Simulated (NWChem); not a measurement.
System: C$_{2}$H$_{3}$, doublet; SMILES [CH]=C

Here is an NWChem input.

```
start job
memory heap 200 mb stack 900 mb global 1100 mb
geometry units angstroms noautosym nocenter noautoz
  C     -0.109974    -0.713094     0.000000
  C     -0.009866     0.594197     0.000000
  H      0.552251    -1.579189     0.000000
  H      0.967903     1.102266     0.000000
  H     -0.893701     1.244697     0.000000
end
basis spherical
  * library 6-31g*
end
dft
  odft
  mult 2
  xc m05-2x
  iterations 150
end
cosmo
  do_cosmo_smd true
  solvent benzene
end
task dft energy
```

In the optimisation the excess spin sits in a' (Cs, its own frame). Geometry: optimised at PBE0/def2-SVP, spin-unrestricted. No stability test was run on the SCF state. Solvent: benzene.

Level: M05-2X/6-31G* with SMD (1 M gas to 1 M solution), gas-phase geometry. Reactions with the solvent are ignored.

### Question
Give the results of this calculation. (M05-2X/6-31G* (spherical d), spin-unrestricted, SMD on the gas-phase geometry.) Quantities: solvation free energy (kcal/mol); cavity-dispersion-structure term (kcal/mol); dipole in solution (D).

### Answer
```
Item                                         Result
-------------------------------------------  ------
solvation free energy (kcal/mol)               -0.9
cavity-dispersion-structure term (kcal/mol)     0.6
dipole in solution (D)                         0.78
```
